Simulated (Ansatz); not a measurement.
Relaxation of H2NSSi (5 atoms, charge 0, multiplicity 2), to a largest force component of 0.015 eV/Å in at most 40 steps.

Level of theory: UKS B3LYP-D4/def2-SVP (Ansatz 0.2.0).

```xyz
5
Properties=species:S:1:pos:R:3:forces:R:3
N -1.247 -0.031 0.058 -0.37 0.00 0.04
Si 0.368 0.001 -0.040 0.99 0.65 1.69
S 1.339 0.670 1.688 -0.26 -0.13 -0.33
H -1.857 -0.328 -0.689 -0.34 -0.19 -0.48
H 1.398 -0.312 -1.017 -0.01 -0.33 -0.91
```

**Question.** Where does it end, and by what steps?

**Answer.** The run converged. After 7 steps the energy has fallen by 0.234 eV; H5 moved furthest, 0.25 Å.

| step | energy less start (eV) | largest force component (eV/Å) | accepted |
| --- | --- | --- | --- |
| 0 | 0.0000 | 1.687 | yes |
| 1 | -0.1379 | 1.129 | yes |
| 2 | -0.1753 | 1.533 | yes |
| 3 | -0.2144 | 0.338 | yes |
| 4 | -0.2278 | 0.111 | yes |
| 5 | -0.2317 | 0.151 | yes |
| 6 | -0.2338 | 0.058 | yes |
| 7 | -0.2339 | 0.003 | yes |

```xyz
5
Properties=species:S:1:pos:R:3
N -1.274 -0.026 0.076
Si 0.414 0.055 0.104
S 1.375 0.690 1.739
H -1.682 -0.364 -0.806
H 1.168 -0.356 -1.113
```

Run time: 26 s on 1 thread of Intel(R) Xeon(R) Platinum 8488C (Sapphire Rapids), on a shared host, peak memory 0.17 GiB.
